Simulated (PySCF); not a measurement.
**Badger's rule along the third period: bonds to F**

PBE0 in PySCF with x2c-TZVPPall on every atom, spin-free X2C, for the lowest determinant that a PBE0 search found; no spin–orbit coupling. Badger's rule says that Re = d + c·k^(−1/3) for bonds between atoms of fixed rows.

```json
{"molecule": "SF", "state (unpaired electrons)": "doublet (π ↑)", "Re (Å)": "1.596", "k (mdyn/Å)": "5.20"}
{"molecule": "ClF", "state (unpaired electrons)": "singlet (closed shell)", "Re (Å)": "1.621", "k (mdyn/Å)": "?"}
{"molecule": "MgF", "state (unpaired electrons)": "doublet (σ ↑)", "Re (Å)": "1.763", "k (mdyn/Å)": "?"}
{"molecule": "NaF", "state (unpaired electrons)": "singlet (closed shell)", "Re (Å)": "1.922", "k (mdyn/Å)": "1.78"}
```

Question: Fix c and d from SF and NaF.

Answer: c = (1.922 − 1.596)/(1.78^(−1/3) − 5.2^(−1/3)) = 1.315, d = 1.596 − c·5.2^(−1/3) = 0.837 Å.

Question: Predict k of the others and set the computed values beside them.

Answer: 

| molecule | k by the rule | k computed | difference (%) |
| --- | --- | --- | --- |
| ClF | 4.72 | 4.95 | -5 |
| MgF | 2.86 | 3.06 | -6 |

The rule misses by 6 % on average, well for two fitted constants.

States were picked by a PBE0 search and need not be the measured ground states.
